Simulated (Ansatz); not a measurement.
Results of PBEsol (plane waves, PAW; Ansatz, a first-principles code) for fcc Pt.

Numerical settings: plane-wave cutoff 500 eV, 20×20×1 k mesh (along the axes of the cell as run), Fermi–Dirac smearing 0.1 eV, scalar-relativistic PAW data made under PBE.

Problem. What does this level give for the surface energy of the (311) face and work function of the (311) face?

Solution. 
surface energy of the (311) face: 2.22 J/m²
work function of the (311) face: 5.65 eV

The slab of 11 atoms is relaxed and unreconstructed.

Spin–orbit coupling is not included.

Computed values are for the static lattice.

Computing time: very roughly 90 core-minutes.
